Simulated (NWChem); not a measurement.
# hydrogen peroxide (H$_{2}$O$_{2}$); SMILES OO

```xyz
4

O      0.0456    -0.7264    -0.1259
O     -0.0456     0.7264    -0.1259
H     -0.7618    -0.9416     0.3740
H      0.7618     0.9416     0.3740
```
Atoms are numbered in this order, from 1.

All runs: NWChem. Pople sets run with spherical d functions. Structure relaxed at the B3LYP/6-31G* (spherical d) level. B3LYP is NWChem's, with the RPA form of VWN correlation. Level: B3LYP/6-31G* with SMD (1 M gas to 1 M solution), gas-phase geometry.

Task: Estimate the computed values for solvent 1-octanol. Quantities: solvation free energy (kcal/mol); cavity-dispersion-structure term (kcal/mol); dipole in solution (D).

Result: 
| Property | Value |
|---|---|
| solvation free energy (kcal/mol) | -9.0 |
| cavity-dispersion-structure term (kcal/mol) | -0.2 |
| dipole in solution (D) | 2.11 |
